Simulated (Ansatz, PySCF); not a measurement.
This Ansatz (a program for electronic structure) input computes a CCSD(T)/cc-pVDZ energy:

Ansatz 0.2 input:
```yaml
crystal:
  periodic: [false, false, false]
  atoms:
    - {symbol: C, position_ang: [-0.00000000, -0.00000000, 0.00000000]}
    - {symbol: C, position_ang: [-0.00517784, -0.00003491, 1.30012584]}
    - {symbol: C, position_ang: [0.00517784, 0.00003491, -1.30012584]}
    - {symbol: H, position_ang: [-0.01084802, 0.92621741, 1.86315371]}
    - {symbol: H, position_ang: [-0.00399217, -0.92631746, 1.86313127]}
    - {symbol: H, position_ang: [0.93368018, 0.00347788, -1.85945350]}
    - {symbol: H, position_ang: [-0.91884000, -0.00337783, -1.86683148]}
basis:
  gaussian:
    orbitals: cc-pVDZ
magnetization: {spin_polarized: false}
correlation: {method: ccsd_t, electrons: outside_noble_gas}
```

### Question
Write an input for the same energy in PySCF and say what it gives.

### Answer

```python
from pyscf import gto, scf, mp, cc as ccmod

mol = gto.M(
    atom='''
    C    -0.00000000   -0.00000000    0.00000000
    C    -0.00517784   -0.00003491    1.30012584
    C     0.00517784    0.00003491   -1.30012584
    H    -0.01084802    0.92621741    1.86315371
    H    -0.00399217   -0.92631746    1.86313127
    H     0.93368018    0.00347788   -1.85945350
    H    -0.91884000   -0.00337783   -1.86683148
    ''',
    basis='cc-pvdz',
    charge=0,
    spin=0,
    verbose=4,
)

mf = scf.RHF(mol)
mf.conv_tol = 1e-10
mf.max_cycle = 100
mf.kernel()
mp2 = mp.MP2(mf, frozen=3).run()
cc = ccmod.CCSD(mf, frozen=3)
cc.max_cycle = 100
cc.kernel()
et = cc.ccsd_t()
print(f'E(CCSD(T)) = {cc.e_tot + et:.9f}')
```
It gives -116.31406 Eh, and Ansatz -116.31406 Eh, a difference of 0.00 mEh.
